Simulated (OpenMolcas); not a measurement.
# BH5S (B(H2S)H3) at 6 levels

We compute a comparison of 6 runs (HF/STO-3G, HF/3-21G, B3LYP/6-31G*, PBE0/6-311+G**, TPSS/def2-TZVP, ACPF/ANO-L-VDZ) of BH5S (B(H2S)H3). 

The calculation is run with OpenMolcas 26.06.

4 further runs of the same task are left out: 4 set aside as unsound or not needed.

**1. The molecule**

BH5S: 7 atoms, total charge 0, spin state singlet. As SMILES, `[H]B([H])([H])<-S`. The shape is that of a GFN2-xTB optimisation.

Bond lengths: B1–S2 2.040 Å, S2–H3 1.336 Å, S2–H4 1.337 Å, B1–H5 1.181 Å, B1–H6 1.184 Å, B1–H7 1.181 Å. Angles: B1–S2–H3 98.0°, B1–S2–H4 98.0°, S2–B1–H5 102.5°, S2–B1–H6 103.4°, S2–B1–H7 102.5°, H3–S2–H4 92.0°, H5–B1–H6 115.4°, H5–B1–H7 114.9°, H6–B1–H7 115.4°.

**2. Energy and gradient at HF/STO-3G (run 1)**

The input, job.inp:

```
* BH5S Hartree-Fock
&GATEWAY
BASLIB = $CurrDir
BASISSET
B.STO-3G....
B1 0.127630 -0.217240 -0.817090 angstrom
End of Basis
BASISSET
S.STO-3G....
S2 0.134050 -0.231310 1.222430 angstrom
End of Basis
BASISSET
H.STO-3G....
H3 0.506250 1.037510 1.415020 angstrom
H4 -1.154430 0.067690 1.414850 angstrom
H5 1.280190 -0.216980 -1.075620 angstrom
H6 -0.453000 0.779570 -1.081760 angstrom
H7 -0.440700 -1.219250 -1.077830 angstrom
End of Basis
&SEWARD
&SCF
THRESHOLDS = 1e-10 1e-07 1e-07 1e-05
PRORBITALS = 1 2
&ALASKA
```

The basis set STO-3G is read from a file made from the Basis Set Exchange's data (not shown).

Started as:

```console
export MOLCAS_MEM=1860
pymolcas job.inp > job.log
```

Standard output:

```text
--- Start Module: gateway ---
[...]
--- Stop Module: gateway /rc=_RC_ALL_IS_WELL_ ---
[...]
      Basis functions           19
[...]
--- Start Module: scf ---
[...]
       Convergence after   9 Iterations
[...]
::    Total SCF energy                               -420.4248457708
[...]
      Total spin, S                                     0.0000000000
[...]
      Total electronic charge=   26.000000
      Total            charge=   -0.000000
[...]
      Dipole Moment (debye):
      Origin of the operator (angstrom)=    0.1130   -0.1944    0.6181
                   X= -7.0785E-01               Y=  1.2047E+00               Z=  4.4012E+00           Total=  4.6177E+00
      Quadrupole Moment (debye*angstrom):
[...]
--- Stop Module: scf /rc=_RC_ALL_IS_WELL_ ---
--- Start Module: alaska ---
[...]
 *              Molecular gradients               *
 **************************************************
  Irreducible representation: a
 ------------------------------------------------------------------------------------------
                              X                       Y                       Z
 ------------------------------------------------------------------------------------------
  B1               -1.98072848624319E-03    3.36739703665856E-03    1.11232943780433E-02
  S2                5.64948643012109E-03   -9.26382156016459E-03    5.00606891459388E-03
  H3               -2.82477809069070E-03    2.54842314236070E-03   -2.02511835988572E-03
  H4               -1.11465298818159E-03    3.77200054200832E-03   -1.93384671905628E-03
  H5                1.47127940009346E-02   -7.65744481854989E-04   -3.48811640979152E-03
  H6               -7.85765866577681E-03    1.34341458169960E-02   -5.13644287418913E-03
  H7               -6.58446220016606E-03   -1.30924004960140E-02   -3.54583892971139E-03
 ------------------------------------------------------------------------------------------
--- Stop Module: alaska /rc=_RC_ALL_IS_WELL_ ---
[...]
```

Wall time 1.8 s (1 thread of Arm Neoverse V1, shared host); peak memory 0.37 GiB.

**3. Energy and forces at HF/3-21G (run 2)**

The input, calc.input:

```
>>> EXPORT MOLCAS_PRINT=2
&GATEWAY
BasLib=$CurrDir
Coord
7
angstrom
B        0.127630      -0.217240      -0.817090
S        0.134050      -0.231310       1.222430
H        0.506250       1.037510       1.415020
H       -1.154430       0.067690       1.414850
H        1.280190      -0.216980      -1.075620
H       -0.453000       0.779570      -1.081760
H       -0.440700      -1.219250      -1.077830
Basis=3-21G
Group=NoSym
&SEWARD
&SCF
Thresholds=1e-10 1e-07 1e-07 1e-05
PrOrbitals=1 2
&ALASKA
```

The basis set 3-21G is read from a file made from the Basis Set Exchange's data (not shown).

Started as:

```console
export MOLCAS_MEM=1860
pymolcas calc.input > calc.log
```

Standard output:

```text
--- Start Module: gateway ---
[...]
--- Stop Module: gateway /rc=_RC_ALL_IS_WELL_ ---
[...]
      Basis functions           32
[...]
--- Start Module: scf ---
[...]
       Convergence after  12 Iterations
[...]
::    Total SCF energy                               -422.9376173945
[...]
      Total spin, S                                     0.0000000000
[...]
      Total electronic charge=   26.000000
      Total            charge=   -0.000000
[...]
      Dipole Moment (debye):
      Origin of the operator (angstrom)=    0.1130   -0.1944    0.6181
                   X= -9.1294E-01               Y=  1.5572E+00               Z=  3.4964E+00           Total=  3.9348E+00
      Quadrupole Moment (debye*angstrom):
[...]
--- Stop Module: scf /rc=_RC_ALL_IS_WELL_ ---
--- Start Module: alaska ---
[...]
 *              Molecular gradients               *
 **************************************************
  Irreducible representation: a
 ------------------------------------------------------------------------------------------
                              X                       Y                       Z
 ------------------------------------------------------------------------------------------
  B1               -1.80703649580954E-03    3.04104620770973E-03    2.90501468184350E-02
  S2                2.47164736615435E-03   -3.90182944942907E-03   -2.23120656851084E-02
  H3               -8.36174136381429E-03   -4.54199675185718E-03   -4.41622612113998E-03
  H4                7.86495928528153E-03    5.09343207621549E-03   -4.34071067308286E-03
  H5               -8.07239508008628E-03   -4.16597314981870E-04    7.82149074726624E-04
  H6                3.56029344206688E-03   -6.15291656330186E-03    4.59188709804437E-04
  H7                4.34427284620753E-03    6.87886179565478E-03    7.77517876388800E-04
 ------------------------------------------------------------------------------------------
--- Stop Module: alaska /rc=_RC_ALL_IS_WELL_ ---
[...]
```

Wall time 2 s (1 thread of Arm Neoverse V1, shared host); peak memory 0.37 GiB.

Runs 3 to 4 aren't shown in full; the table further down has their settings and results.

**4. Energy and gradient at TPSS/def2-TZVP (run 5)**

The input, coord.xyz:

```xyz
7

B      0.127630    -0.217240    -0.817090
S      0.134050    -0.231310     1.222430
H      0.506250     1.037510     1.415020
H     -1.154430     0.067690     1.414850
H      1.280190    -0.216980    -1.075620
H     -0.453000     0.779570    -1.081760
H     -0.440700    -1.219250    -1.077830
```

The input, mol.input:

```
&GATEWAY
  BasLib = $CurrDir
  Coord = coord.xyz
  Basis = def2-TZVP
  Group = NoSym

&SEWARD
  GridInput
  Grid=UltraFine
  End of Grid

&SCF
  KSDFT = 2
  1.0 MGGA_X_TPSS
  1.0 MGGA_C_TPSS
  Thresholds = 1e-10 1e-07 1e-07 1e-05
  PrOrbitals = 1 1

&ALASKA
```

The basis set def2-TZVP is read from a file made from the Basis Set Exchange's data (not shown).

Started as:

```console
export MOLCAS_MEM=1860
pymolcas mol.input > mol.log
```

Standard output:

```text
--- Start Module: gateway ---
[...]
--- Stop Module: gateway /rc=_RC_ALL_IS_WELL_ ---
[...]
      Basis functions           98
[...]
--- Start Module: scf ---
[...]
       Convergence after  13 Iterations
[...]
::    Total KS-DFT energy                            -426.0807839552
[...]
      Total spin, S                                     0.0000000000
[...]
      Total electronic charge=   26.000000
      Total            charge=   -0.000000
[...]
      Dipole Moment (debye):
      Origin of the operator (angstrom)=    0.1130   -0.1944    0.6181
                   X= -6.0427E-01               Y=  1.0287E+00               Z=  3.5552E+00           Total=  3.7500E+00
      Quadrupole Moment (debye*angstrom):
[...]
--- Stop Module: scf /rc=_RC_ALL_IS_WELL_ ---
[...]
--- Start Module: alaska ---
[...]
 *              Molecular gradients               *
 **************************************************
  Irreducible representation: a
 ------------------------------------------------------------------------------------------
                              X                       Y                       Z
 ------------------------------------------------------------------------------------------
  B1                1.11196338489893E-03   -1.91449442796567E-03   -8.28371757105373E-04
  S2               -2.65617286888853E-03    4.83879339800009E-03    5.85525910196161E-03
  H3               -2.41706042768786E-03   -5.27154049174516E-03   -3.23368835885940E-03
  H4                5.57879227458447E-03   -4.41853133031245E-04   -3.17675605344814E-03
  H5               -1.11491482575059E-02    5.75878644000619E-04   -3.69100642039211E-05
  H6                4.53437145528213E-03   -7.83092388433815E-03    1.44537812093648E-03
  H7                4.99725443931953E-03    1.00441398951041E-02   -2.49109892886956E-05
 ------------------------------------------------------------------------------------------
--- Stop Module: alaska /rc=_RC_ALL_IS_WELL_ ---
[...]
```

Run time: 50 s. Hardware: 1 thread of Arm Neoverse V1, shared host; peak memory 0.55 GiB.

**5. The energy at ACPF/ANO-L-VDZ (run 6)**

The input, test.inp:

```
&GATEWAY
 Coord
 7
 bohr
 B      0.24118575    -0.41052410    -1.54407632
 S      0.25331779    -0.43711255     2.31005791
 H      0.95667385     1.96060975     2.67400026
 H     -2.18155653     0.12791556     2.67367901
 H      2.41920849    -0.41003277    -2.03262721
 H     -0.85604593     1.47317379    -2.04423013
 H     -0.83280230    -2.30404858    -2.03680351
 Basis = ANO-L-VDZ
 Group = NoSym

&SEWARD

&SCF
 PrOrbitals = 1 2

&MOTRA
 Frozen = 6

&GUGA
 Electrons = 14
 Spin = 1
 Inactive = 7
 Active = 0
 CIAll = 1

&CPF
 ACPF
```

Started as:

```console
export MOLCAS_MEM=1860
pymolcas test.inp > test.log
```

Standard output:

```text
--- Start Module: gateway ---
[...]
--- Stop Module: gateway /rc=_RC_ALL_IS_WELL_ ---
[...]
      Basis functions           32
[...]
       Convergence after   9 Iterations
[...]
::    Total SCF energy                               -425.0255404923
[...]
      Total spin, S                                     0.0000000000
[...]
      *** WARNING: Default frozen orbitals is overwritten by user input.
      *** Default values:   6
[...]
--- Start Module: guga ---
[...]
--- Stop Module: guga /rc=_RC_ALL_IS_WELL_ ---
--- Start Module: cpf ---
[...]
      Active orbitals                            0       0
[...]
      Spin quantum number                      0.0
[...]
     FINAL ACPF ENERGY        -425.16657616
     FINAL CORRELATION ENERGY   -0.14103567  REFERENCE ENERGY    -425.02554049
[...]
      Title:  ACPF natural orbitals
[...]
      Total electronic charge=   26.000000
      Total            charge=    0.000000
[...]
      Dipole Moment (debye):
      Origin of the operator (angstrom)=    0.1130   -0.1944    0.6181
                   X= -9.0519E-01               Y=  1.5433E+00               Z=  3.9216E+00           Total=  4.3105E+00
      Quadrupole Moment (debye*angstrom):
[...]
--- Stop Module: cpf /rc=_RC_ALL_IS_WELL_ ---
[...]
```

Wall time 2.3 s (1 thread of Arm Neoverse V1, shared host); peak memory 0.37 GiB.

**6. All runs side by side**

| run | level | Cartesian functions | integration grid | energy (Eh) | dipole moment (D) of the reference | HOMO energy (eV) | LUMO energy (eV) | wall time |
| --- | --- | --- | --- | --- | --- | --- | --- | --- |
| 1 | HF/STO-3G | no | – | -420.424846 | 4.62 | -10.14 | 10.17 | 1.8 s |
| 2 | HF/3-21G | no | – | -422.937617 | 3.93 | -11.84 | 3.83 | 2 s |
| 3 | B3LYP/6-31G* (Cartesian functions) | yes | UltraFine | -426.015459 | 3.95 | -7.97 | -0.41 | 14 s |
| 4 | PBE0/6-311+G** | no | UltraFine | -425.846443 | 4.07 | -8.38 | -0.65 | 26 s |
| 5 | TPSS/def2-TZVP | no | UltraFine | -426.080784 | 3.75 | -7.26 | -1.23 | 50 s |
| 6 | ACPF/ANO-L-VDZ | no | – | -425.166576 | 4.19 | -11.88 | 1.43 | 2.3 s |

**7. What came out**

| quantity | value |
| --- | --- |
| run 6: total energy | -425.16658 Eh |
| run 6: dipole moment (mean-field density) | 4.19 D |
| run 6: HOMO energy (Hartree–Fock orbitals) | -11.88 eV |
| run 6: LUMO energy (Hartree–Fock orbitals) | 1.43 eV |
| run 6: HOMO–LUMO gap (Hartree–Fock orbitals) | 13.31 eV |
| run 6: correlation energy (6 core orbitals frozen) | -141.0 mEh |

Over runs 1, 2, 3, 4, 5 the dipole moment (its size) runs from 3.75 D (TPSS/def2-TZVP) to 4.62 D (HF/STO-3G). The two ends differ in method and basis. Over runs 1, 2, 3, 4, 5 the HOMO–LUMO gap runs from 6.03 eV (TPSS/def2-TZVP) to 20.31 eV (HF/STO-3G). Totals of different functionals can't be ranked against each other. In run 1 the basis is minimal, so the values are rough. All runs together took 95 s, the longest 50 s.
